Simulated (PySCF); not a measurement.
Structure with atom numbers: `[CH3:1][CH:2]([CH3:3])[Cl:4]` (H(Xn): hydrogen on atom n).

GIAO shifts from PySCF 2.14 on PBE0-D3(BJ)/def2-SVP geometries (one conformer, non-relativistic, equivalent nuclei averaged), against TMS at the same level and in the same medium; PCM means IEF-PCM chloroform.

Measured (solution, not stated per compound (mostly CDCl3 or CCl4); Pretsch, Buehlmann, Badertscher, Structure Determination of Organic Compounds, 4th ed. (2009)): C2 53.7, C1/C3 27.3, H(C2) 4.14, H(C1)/H(C3) 1.55 ppm.

Which unscaled values do PBE0/pcSseg-1, gas; PBE0/pcSseg-1, PCM; WP04/pcSseg-1, PCM; wB97X-D/pcSseg-1, PCM give, and how close are they?

Answers


```
      atoms  measured  PBE0/pcSseg-1, gas  PBE0/pcSseg-1, PCM  WP04/pcSseg-1, PCM  wB97X-D/pcSseg-1, PCM
         C2      53.7                58.4                61.3                67.1                   60.5
      C1/C3      27.3                28.7                29.2                29.3                   29.3
      H(C2)      4.14                3.85                4.07                3.97                   3.97
H(C1)/H(C3)      1.55                1.39                1.45                1.45                   1.46
```

Mean absolute error for $^{13}$C: PBE0/pcSseg-1, gas 3.0, PBE0/pcSseg-1, PCM 4.7, WP04/pcSseg-1, PCM 7.7, wB97X-D/pcSseg-1, PCM 4.4 ppm.

Mean absolute error for $^{1}$H: PBE0/pcSseg-1, gas 0.22, PBE0/pcSseg-1, PCM 0.08, WP04/pcSseg-1, PCM 0.13, wB97X-D/pcSseg-1, PCM 0.13 ppm.

Carbons that carry Cl, above all several Cl atoms, come out too deshielded, partly because spin–orbit coupling is missing.
